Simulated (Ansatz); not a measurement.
Relaxation of C4H7NS (13 atoms, charge 0, multiplicity 1), to a largest force component of 0.015 eV/Å in at most 40 steps.

These are results of RKS B3LYP/def2-SVP (Ansatz 0.2.0), not measurements.

```xyz
13
Properties=species:S:1:pos:R:3
C 0.379 -0.757 -2.390
C 0.170 -0.271 -1.297
C -0.058 0.276 0.045
C 0.807 -0.554 1.086
N -1.443 0.258 0.360
S 0.542 2.013 0.148
H 0.501 -1.096 -3.381
H 0.439 -1.593 1.065
H 0.588 -0.178 2.154
H 1.814 -0.574 0.912
H -1.920 0.858 -0.287
H -1.786 -0.667 0.244
H -0.012 2.250 1.353
```

Where does it end, and by what steps?

It converged. After 8 steps the energy has fallen by 0.365 eV; H12 moved furthest, 0.16 Å.

```json
{"step": "0", "energy less start (eV)": "0.0000", "largest force component (eV/Å)": "4.636", "accepted": "yes"}
{"step": "1", "energy less start (eV)": "-0.3202", "largest force component (eV/Å)": "0.979", "accepted": "yes"}
{"step": "2", "energy less start (eV)": "-0.3575", "largest force component (eV/Å)": "0.190", "accepted": "yes"}
{"step": "3", "energy less start (eV)": "-0.3610", "largest force component (eV/Å)": "0.126", "accepted": "yes"}
{"step": "4", "energy less start (eV)": "-0.3629", "largest force component (eV/Å)": "0.101", "accepted": "yes"}
{"step": "5", "energy less start (eV)": "-0.3640", "largest force component (eV/Å)": "0.068", "accepted": "yes"}
{"step": "6", "energy less start (eV)": "-0.3650", "largest force component (eV/Å)": "0.042", "accepted": "yes"}
{"step": "7", "energy less start (eV)": "-0.3652", "largest force component (eV/Å)": "0.033", "accepted": "yes"}
{"step": "8", "energy less start (eV)": "-0.3653", "largest force component (eV/Å)": "0.014", "accepted": "yes"}
```

```xyz
13
Properties=species:S:1:pos:R:3
C 0.408 -0.682 -2.417
C 0.228 -0.248 -1.299
C -0.038 0.252 0.066
C 0.731 -0.584 1.100
N -1.455 0.258 0.418
S 0.563 2.024 0.062
H 0.572 -1.061 -3.408
H 0.386 -1.631 1.072
H 0.545 -0.182 2.107
H 1.809 -0.567 0.893
H -1.981 0.791 -0.276
H -1.817 -0.698 0.401
H 0.069 2.294 1.294
```

Whether the end is a true minimum wasn't checked by a vibrational analysis.

The run took 28 s on 2 threads of Intel(R) Xeon(R) Platinum 8488C (Sapphire Rapids), with other jobs on the host, peak memory 0.33 GiB.
